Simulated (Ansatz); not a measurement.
## Diamond-structure Si

The numbers are results of r²SCAN (Ansatz, a first-principles code, plane waves, PAW), not measurements.

Numerical settings: plane-wave cutoff 500 eV, 8×8×1 k mesh (along the axes of the cell as run), gaussian smearing 0.02 eV, scalar-relativistic PAW data made under PBE.

Cell: relaxed at this level.

| Quantity | Result |
|---|---|
| surface energy of the (100) face | 2.42 J/m² |

The slab of 12 atoms is relaxed and unreconstructed.

Static lattice: no zero-point or thermal effects.
